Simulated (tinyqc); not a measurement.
Worked calculation: RHF in the sto-3g basis, for LiH, spin multiplicity 1. Computed by tinyqc, a small Python program that keeps every step (integrals from PySCF). Settings: charge = 0, multiplicity = 1, basis = sto-3g, energy threshold = 1e-10, iteration cap = 73, orthogonalisation = canonical, start = core, DIIS depth = 0, method = RHF. Command: `OMP_NUM_THREADS=1 python tinyqc.py 28329 28330 out.jsonl` (the two numbers bound the seeds that draw the settings). One thread of a shared host (Intel(R) Xeon(R) Processor @ 2.60GHz), about 0.07 s of CPU time with the checks. Later iterations appear only in the table of the cycle.

## One-electron integrals

Geometry (angstrom):
```
atom         x         y         z
Li    0.000000  0.000000  0.000000
H     0.000000  0.000000  1.537000
```

Basis sto-3g: exponents (1/bohr^2) and contraction coefficients of normalised primitives:
```
element  l (shell)   exponent  coefficient
Li           s (1)  16.119575     0.154329
Li           s (1)   2.936201     0.535328
Li           s (1)   0.794651     0.444635
Li           s (2)   0.636290    -0.099967
Li           s (2)   0.147860     0.399513
Li           s (2)   0.048089     0.700115
Li           p (3)   0.636290     0.155916
Li           p (3)   0.147860     0.607684
Li           p (3)   0.048089     0.391957
H            s (1)   3.425251     0.154329
H            s (1)   0.623914     0.535328
H            s (1)   0.168855     0.444635
```

Overlap, kinetic and nuclear-attraction integrals over the contracted functions; the nuclear repulsion is the sum of Za Zb / Rab.

nuclear repulsion = 1.03287679 hartree

overlap S, lower triangle:
```
           1Li 1s    1Li 2s   1Li 2px   1Li 2py   1Li 2pz     2H 1s
1Li 1s   1.000000
1Li 2s   0.241137  1.000000
1Li 2px  0.000000  0.000000  1.000000
1Li 2py  0.000000  0.000000  0.000000  1.000000
1Li 2pz  0.000000  0.000000  0.000000  0.000000  1.000000
2H 1s    0.076060  0.411022  0.000000  0.000000  0.524150  1.000000
```

kinetic energy T (hartree), lower triangle:
```
            1Li 1s    1Li 2s   1Li 2px   1Li 2py   1Li 2pz     2H 1s
1Li 1s    3.576786
1Li 2s   -0.020237  0.102163
1Li 2px   0.000000  0.000000  0.319682
1Li 2py   0.000000  0.000000  0.000000  0.319682
1Li 2pz   0.000000  0.000000  0.000000  0.000000  0.319682
2H 1s    -0.016665  0.046447  0.000000  0.000000  0.138605  0.760032
```

nuclear attraction V (hartree), lower triangle:
```
            1Li 1s     1Li 2s    1Li 2px    1Li 2py    1Li 2pz      2H 1s
1Li 1s   -8.327174
1Li 2s   -1.047357  -1.505007
1Li 2px   0.000000   0.000000  -1.461448
1Li 2py   0.000000   0.000000   0.000000  -1.461448
1Li 2pz  -0.017439  -0.125565   0.000000   0.000000  -1.562392
2H 1s    -0.330008  -0.779543   0.000000   0.000000  -1.008229  -2.255928
```

core Hamiltonian H = T + V (hartree), lower triangle:
```
            1Li 1s     1Li 2s    1Li 2px    1Li 2py    1Li 2pz      2H 1s
1Li 1s   -4.750387
1Li 2s   -1.067594  -1.402844
1Li 2px   0.000000   0.000000  -1.141767
1Li 2py   0.000000   0.000000   0.000000  -1.141767
1Li 2pz  -0.017439  -0.125565   0.000000   0.000000  -1.242711
2H 1s    -0.346673  -0.733096   0.000000   0.000000  -0.869624  -1.495896
```

## Two-electron integrals

Functions are numbered as in S; the eight-fold symmetry (ij|kl) = (ji|kl) = (kl|ij) leaves the list below.

Two-electron integrals (ij|kl) in chemists' order, unique and non-zero (hartree):
```
(11|11) 1.680395   (21|11) 0.265420   (21|21) 0.049941   (22|11) 0.397727
(22|21) 0.092860   (22|22) 0.290562   (31|31) 0.008981   (32|31) 0.013788
(32|32) 0.064184   (33|11) 0.396640   (33|21) 0.092880   (33|22) 0.290497
(33|33) 0.312946   (41|41) 0.008981   (42|41) 0.013788   (42|42) 0.064184
(43|43) 0.016869   (44|11) 0.396640   (44|21) 0.092880   (44|22) 0.290497
(44|33) 0.279207   (44|44) 0.312946   (51|51) 0.008981   (52|51) 0.013788
(52|52) 0.064184   (53|53) 0.016869   (54|54) 0.016869   (55|11) 0.396640
(55|21) 0.092880   (55|22) 0.290497   (55|33) 0.279207   (55|44) 0.279207
(55|55) 0.312946   (61|11) 0.081648   (61|21) 0.015431   (61|22) 0.029143
(61|33) 0.028799   (61|44) 0.028799   (61|51) 0.001822   (61|52) 0.003499
(61|55) 0.029844   (61|61) 0.005211   (62|11) 0.160810   (62|21) 0.037845
(62|22) 0.121644   (62|33) 0.115798   (62|44) 0.115798   (62|51) 0.006196
(62|52) 0.034888   (62|55) 0.133208   (62|61) 0.013890   (62|62) 0.080095
(63|31) 0.003335   (63|32) 0.014693   (63|53) 0.005635   (63|63) 0.006361
(64|41) 0.003335   (64|42) 0.014693   (64|54) 0.005635   (64|64) 0.006361
(65|11) 0.190563   (65|21) 0.045388   (65|22) 0.151718   (65|33) 0.141683
(65|44) 0.141683   (65|51) 0.009670   (65|52) 0.053346   (65|55) 0.171597
(65|61) 0.017463   (65|62) 0.110196   (65|65) 0.154430   (66|11) 0.342609
(66|21) 0.082141   (66|22) 0.286928   (66|33) 0.262316   (66|44) 0.262316
(66|51) 0.016296   (66|52) 0.107577   (66|55) 0.335689   (66|61) 0.031813
(66|62) 0.231976   (66|65) 0.332736   (66|66) 0.774606
```

## Orthogonalisation

S = U s U^T; canonical form X = U s^(-1/2), so that X^T S X = 1. Each column of U has its largest component positive (the first on a tie).

eigenvalues of S: 0.329489  0.798171  1.000000  1.000000  1.167471  1.704869

X:
```
                 1          2         3          4          5         6
1Li 1s    0.149261   0.805753  0.000000   0.000000   0.598746  0.181112
1Li 2s   -0.798077  -0.621574  0.000000   0.000000   0.466657  0.365316
1Li 2px   0.000000   0.000000  0.984370  -0.176113   0.000000  0.000000
1Li 2py   0.000000   0.000000  0.176113   0.984370   0.000000  0.000000
1Li 2pz  -0.949282   0.434991  0.000000   0.000000  -0.504306  0.386852
2H 1s     1.214357  -0.167497  0.000000   0.000000  -0.161131  0.520234
```

Within a degenerate level the vectors are fixed only up to a rotation; this is one choice.

## Starting guess

The start is the orbitals of the core Hamiltonian; D = 2 C_occ C_occ^T.

D at the start, lower triangle:
```
            1Li 1s    1Li 2s   1Li 2px   1Li 2py   1Li 2pz     2H 1s
1Li 1s    2.045861
1Li 2s   -0.108032  0.142764
1Li 2px   0.000000  0.000000  0.000000
1Li 2py   0.000000  0.000000  0.000000  0.000000
1Li 2pz  -0.056881  0.150037  0.000000  0.000000  0.159316
2H 1s    -0.148364  0.375940  0.000000  0.000000  0.399020  0.999399
```

## Iteration 1: building the Fock matrix

J_ij = sum D_kl (ij|kl), K_ij = sum D_kl (ik|jl); F = H + J - 0.5 K; E = tr D H + tr D J / 2 - 0.25 tr D K + E_nn.

Coulomb J (hartree), lower triangle:
```
           1Li 1s    1Li 2s   1Li 2px   1Li 2py   1Li 2pz     2H 1s
1Li 1s   4.091640
1Li 2s   0.702465  1.372039
1Li 2px  0.000000  0.000000  1.331103
1Li 2py  0.000000  0.000000  0.000000  1.331103
1Li 2pz  0.031236  0.192969  0.000000  0.000000  1.446460
2H 1s    0.228092  0.745049  0.000000  0.000000  0.977414  2.012708
```

exchange K (hartree), lower triangle:
```
           1Li 1s    1Li 2s   1Li 2px   1Li 2py   1Li 2pz     2H 1s
1Li 1s   3.383103
1Li 2s   0.526889  0.321938
1Li 2px  0.000000  0.000000  0.048157
1Li 2py  0.000000  0.000000  0.000000  0.048157
1Li 2pz  0.015987  0.294216  0.000000  0.000000  0.402935
2H 1s    0.181503  0.517879  0.000000  0.000000  0.665705  1.279433
```

Fock matrix F (hartree), lower triangle:
```
            1Li 1s     1Li 2s   1Li 2px   1Li 2py    1Li 2pz      2H 1s
1Li 1s   -2.350298
1Li 2s   -0.628573  -0.191773
1Li 2px   0.000000   0.000000  0.165257
1Li 2py   0.000000   0.000000  0.000000  0.165257
1Li 2pz   0.005804  -0.079703  0.000000  0.000000   0.002282
2H 1s    -0.209333  -0.246987  0.000000  0.000000  -0.225062  -0.122905
```

total energy of this density = -7.82183819 hartree

## Iteration 1: diagonalisation and new density

Diagonalise F' = X^T F X, C = X C', fill 2 alpha and 2 beta electrons from the bottom; D = 2 C_occ C_occ^T. Each column has its largest component positive (the first on a tie).

F' = X^T F X (hartree), lower triangle:
```
           1          2         3         4          5          6
1   0.595386
2  -0.115490  -0.888348
3   0.000000   0.000000  0.165257
4   0.000000   0.000000  0.000000  0.165257
5  -0.072901  -1.086995  0.000000  0.000000  -1.163237
6  -0.041842  -0.416605  0.000000  0.000000  -0.498649  -0.464416
```

orbital energies (hartree): MO1 -2.352135, MO2 -0.241033, MO3 0.067951, MO4 0.165257, MO5 0.165257, MO6 0.604602

coefficients C:
```
               MO1        MO2        MO3       MO4        MO5        MO6
1Li 1s    0.992869  -0.160804  -0.208662  0.000000   0.000000   0.087345
1Li 2s    0.025550   0.410811   0.809646  0.000000   0.000000  -0.741323
1Li 2px   0.000000   0.000000   0.000000  0.771346  -0.636416   0.000000
1Li 2py   0.000000   0.000000   0.000000  0.636416   0.771346   0.000000
1Li 2pz  -0.004777   0.365607  -0.610037  0.000000   0.000000  -0.994232
2H 1s     0.007462   0.559957  -0.098519  0.000000   0.000000   1.214912
```

D after iteration 1, lower triangle:
```
            1Li 1s    1Li 2s   1Li 2px   1Li 2py   1Li 2pz     2H 1s
1Li 1s    2.023291
1Li 2s   -0.081384  0.338837
1Li 2px   0.000000  0.000000  0.000000
1Li 2py   0.000000  0.000000  0.000000  0.000000
1Li 2pz  -0.127067  0.300147  0.000000  0.000000  0.267383
2H 1s    -0.165268  0.460454  0.000000  0.000000  0.409377  0.627215
```

Within a degenerate level the vectors are fixed only up to a rotation; this is one choice.

## Iteration 2: building the Fock matrix

As before.

Coulomb J (hartree), lower triangle:
```
           1Li 1s    1Li 2s   1Li 2px   1Li 2py   1Li 2pz     2H 1s
1Li 1s   4.089564
1Li 2s   0.703625  1.372306
1Li 2px  0.000000  0.000000  1.338138
1Li 2py  0.000000  0.000000  0.000000  1.338138
1Li 2pz  0.029236  0.177149  0.000000  0.000000  1.433360
2H 1s    0.227499  0.720301  0.000000  0.000000  0.935878  1.888630
```

exchange K (hartree), lower triangle:
```
            1Li 1s    1Li 2s   1Li 2px   1Li 2py   1Li 2pz     2H 1s
1Li 1s    3.368034
1Li 2s    0.550139  0.379862
1Li 2px   0.000000  0.000000  0.063217
1Li 2py   0.000000  0.000000  0.000000  0.063217
1Li 2pz  -0.001680  0.315788  0.000000  0.000000  0.404639
2H 1s     0.177808  0.518825  0.000000  0.000000  0.615609  1.099812
```

Fock matrix F (hartree), lower triangle:
```
            1Li 1s     1Li 2s   1Li 2px   1Li 2py    1Li 2pz      2H 1s
1Li 1s   -2.344840
1Li 2s   -0.639038  -0.220469
1Li 2px   0.000000   0.000000  0.164762
1Li 2py   0.000000   0.000000  0.000000  0.164762
1Li 2pz   0.012637  -0.106310  0.000000  0.000000  -0.011671
2H 1s    -0.208078  -0.272208  0.000000  0.000000  -0.241550  -0.157172
```

total energy of this density = -7.86231084 hartree

## Iteration 2: diagonalisation and new density

As before.

F' = X^T F X (hartree), lower triangle:
```
           1          2         3         4          5          6
1   0.561720
2  -0.114352  -0.873020
3   0.000000   0.000000  0.164762
4   0.000000   0.000000  0.000000  0.164762
5  -0.069827  -1.089761  0.000000  0.000000  -1.168548
6  -0.032197  -0.398195  0.000000  0.000000  -0.498402  -0.503363
```

orbital energies (hartree): MO1 -2.347441, MO2 -0.284559, MO3 0.077700, MO4 0.164762, MO5 0.164762, MO6 0.571090

coefficients C:
```
               MO1        MO2        MO3       MO4        MO5        MO6
1Li 1s    0.991323  -0.167459  -0.211683  0.000000   0.000000   0.085092
1Li 2s    0.031616   0.434195   0.807192  0.000000   0.000000  -0.730357
1Li 2px   0.000000   0.000000   0.000000  0.887734  -0.460358   0.000000
1Li 2py   0.000000   0.000000   0.000000  0.460358   0.887734   0.000000
1Li 2pz  -0.006615   0.361998  -0.608797  0.000000   0.000000  -0.996300
2H 1s     0.006354   0.546648  -0.120730  0.000000   0.000000   1.218969
```

D after iteration 2, lower triangle:
```
            1Li 1s    1Li 2s   1Li 2px   1Li 2py   1Li 2pz     2H 1s
1Li 1s    2.021529
1Li 2s   -0.082737  0.379050
1Li 2px   0.000000  0.000000  0.000000
1Li 2py   0.000000  0.000000  0.000000  0.000000
1Li 2pz  -0.134354  0.313938  0.000000  0.000000  0.262173
2H 1s    -0.170484  0.475106  0.000000  0.000000  0.395687  0.597728
```

Within a degenerate level the vectors are fixed only up to a rotation; this is one choice.

## Iteration 3: building the Fock matrix

As before.

Coulomb J (hartree), lower triangle:
```
           1Li 1s    1Li 2s   1Li 2px   1Li 2py   1Li 2pz     2H 1s
1Li 1s   4.088351
1Li 2s   0.703556  1.372170
1Li 2px  0.000000  0.000000  1.338893
1Li 2py  0.000000  0.000000  0.000000  1.338893
1Li 2pz  0.028903  0.175071  0.000000  0.000000  1.431456
2H 1s    0.227336  0.717329  0.000000  0.000000  0.930964  1.874837
```

exchange K (hartree), lower triangle:
```
            1Li 1s    1Li 2s   1Li 2px   1Li 2py   1Li 2pz     2H 1s
1Li 1s    3.365712
1Li 2s    0.552248  0.390725
1Li 2px   0.000000  0.000000  0.065711
1Li 2py   0.000000  0.000000  0.000000  0.065711
1Li 2pz  -0.004508  0.316564  0.000000  0.000000  0.397747
2H 1s     0.176399  0.520593  0.000000  0.000000  0.604880  1.079481
```

Fock matrix F (hartree), lower triangle:
```
            1Li 1s     1Li 2s   1Li 2px   1Li 2py    1Li 2pz      2H 1s
1Li 1s   -2.344892
1Li 2s   -0.640162  -0.226037
1Li 2px   0.000000   0.000000  0.164271
1Li 2py   0.000000   0.000000  0.000000  0.164271
1Li 2pz   0.013718  -0.108775  0.000000  0.000000  -0.010128
2H 1s    -0.207537  -0.276063  0.000000  0.000000  -0.241100  -0.160799
```

total energy of this density = -7.86309514 hartree

## Iteration 3: diagonalisation and new density

As before.

F' = X^T F X (hartree), lower triangle:
```
           1          2         3         4          5          6
1   0.557071
2  -0.114326  -0.872812
3   0.000000   0.000000  0.164271
4   0.000000   0.000000  0.000000  0.164271
5  -0.068954  -1.090246  0.000000  0.000000  -1.169053
6  -0.031798  -0.394178  0.000000  0.000000  -0.500236  -0.506734
```

orbital energies (hartree): MO1 -2.347577, MO2 -0.289020, MO3 0.078554, MO4 0.164271, MO5 0.164271, MO6 0.566515

coefficients C:
```
               MO1        MO2        MO3       MO4        MO5        MO6
1Li 1s    0.991166  -0.169492  -0.210910  0.000000   0.000000   0.084823
1Li 2s    0.032278   0.441927   0.804424  0.000000   0.000000  -0.728743
1Li 2px   0.000000   0.000000   0.000000  0.121127   0.992637   0.000000
1Li 2py   0.000000   0.000000   0.000000  0.992637  -0.121127   0.000000
1Li 2pz  -0.006890   0.355994  -0.610224  0.000000   0.000000  -0.997587
2H 1s     0.006085   0.545563  -0.128524  0.000000   0.000000   1.218659
```

D after iteration 3, lower triangle:
```
            1Li 1s    1Li 2s   1Li 2px   1Li 2py   1Li 2pz     2H 1s
1Li 1s    2.022273
1Li 2s   -0.085820  0.392683
1Li 2px   0.000000  0.000000  0.000000
1Li 2py   0.000000  0.000000  0.000000  0.000000
1Li 2pz  -0.134335  0.314202  0.000000  0.000000  0.253559
2H 1s    -0.172875  0.482591  0.000000  0.000000  0.388351  0.595353
```

Within a degenerate level the vectors are fixed only up to a rotation; this is one choice.

## Iteration 15 (converged): orbitals

converged F (hartree), lower triangle:
```
            1Li 1s     1Li 2s   1Li 2px   1Li 2py    1Li 2pz      2H 1s
1Li 1s   -2.344774
1Li 2s   -0.639918  -0.229919
1Li 2px   0.000000   0.000000  0.163854
1Li 2py   0.000000   0.000000  0.000000  0.163854
1Li 2pz   0.013761  -0.109349  0.000000  0.000000  -0.006683
2H 1s    -0.207160  -0.278724  0.000000  0.000000  -0.239037  -0.162138
```

As before.

F' = X^T F X (hartree), lower triangle:
```
           1          2         3         4          5          6
1   0.555330
2  -0.114308  -0.874482
3   0.000000   0.000000  0.163854
4   0.000000   0.000000  0.000000  0.163854
5  -0.068223  -1.090272  0.000000  0.000000  -1.167972
6  -0.032438  -0.390972  0.000000  0.000000  -0.502416  -0.507329
```

orbital energies (hartree): MO1 -2.347447, MO2 -0.290553, MO3 0.078734, MO4 0.163854, MO5 0.163854, MO6 0.564814

coefficients C:
```
               MO1        MO2        MO3       MO4        MO5        MO6
1Li 1s    0.991174  -0.171535  -0.209201  0.000000   0.000000   0.084850
1Li 2s    0.032297   0.449546   0.800624  0.000000   0.000000  -0.728266
1Li 2px   0.000000   0.000000   0.000000  0.773161  -0.634210   0.000000
1Li 2py   0.000000   0.000000   0.000000  0.634210   0.773161   0.000000
1Li 2pz  -0.006832   0.348234  -0.612680  0.000000   0.000000  -0.998821
2H 1s     0.005937   0.545693  -0.135898  0.000000   0.000000   1.217801
```

D after iteration 15, lower triangle:
```
            1Li 1s    1Li 2s   1Li 2px   1Li 2py   1Li 2pz     2H 1s
1Li 1s    2.023700
1Li 2s   -0.090201  0.406269
1Li 2px   0.000000  0.000000  0.000000
1Li 2py   0.000000  0.000000  0.000000  0.000000
1Li 2pz  -0.133013  0.312652  0.000000  0.000000  0.242627
2H 1s    -0.175442  0.491011  0.000000  0.000000  0.379976  0.595632
```

Within a degenerate level the vectors are fixed only up to a rotation; this is one choice.

## Convergence

Stop when the energy changes by less than 1e-10 hartree and every element of the error matrix X^T (F D S - S D F) X is below 3e-06.

Course of the cycle:
```
iteration  E (hartree)     change  largest element of the error matrix
1          -7.82183819          -                             2.16e-01
2          -7.86231084  -4.05e-02                             2.11e-02
3          -7.86309514  -7.84e-04                             5.69e-03
4          -7.86320277  -1.08e-04                             2.74e-03
5          -7.86323191  -2.91e-05                             1.42e-03
6          -7.86324013  -8.22e-06                             7.46e-04
7          -7.86324244  -2.31e-06                             3.95e-04
8          -7.86324309  -6.49e-07                             2.09e-04
9          -7.86324327  -1.82e-07                             1.10e-04
10         -7.86324332  -5.09e-08                             5.84e-05
11         -7.86324333  -1.42e-08                             3.09e-05
12         -7.86324334  -3.98e-09                             1.63e-05
13         -7.86324334  -1.11e-09                             8.64e-06
14         -7.86324334  -3.12e-10                             4.57e-06
15         -7.86324334  -8.72e-11                             2.42e-06
```

PySCF RHF in the same basis = -7.86324334 hartree

Converged in 15 iterations.

## Populations, bond orders and dipole

Mulliken: Z minus the diagonal of D S on the atom; Loewdin: the same with S^(1/2) D S^(1/2); Mayer order: 2 sum_s sum (D(s) S)_ij (D(s) S)_ji over the two atoms.

Charges (e):
```
atom   Mulliken    Loewdin
1Li   -0.016731  -0.013171
2H     0.016731   0.013171
```

Mayer bond orders:
```
pair     order
2-1   0.999720
```

dipole moment about the origin, x y z (debye): 0.000000  0.000000  -4.844289
